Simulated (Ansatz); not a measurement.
A structure relaxed at PBE-D4/def2-TZVP in Ansatz, charge 0, doublet:

```xyz
6

Mg    1.2243    0.6184    0.4940
Mg   -1.0077    1.9305   -1.5421
Mg   -0.8127   -1.1602   -0.3697
H    -2.0548   -2.2500   -0.8306
H     2.4444    1.6788    1.0674
H     0.2065   -0.8176    1.1809
```

(1) Give its formula and point group.

(2) Summarise the bond lengths by kind (pairs closer than 1.2 times the sum of covalent radii, bridged metal pairs left out).

Answers

(1) the cluster Mg3H3. Point group Cs (tolerance 0.1 Å).

(2) 2 × Mg–Mg 3.29 to 3.31 Å; 4 × H–Mg 1.72 to 1.89 Å.

The relaxation made no stability test and no search for a lower SCF solution. Another isomer (doublet) lies 0.47 eV lower at PBE0-D4/def2-TZVP; other spin states weren't run for this one.
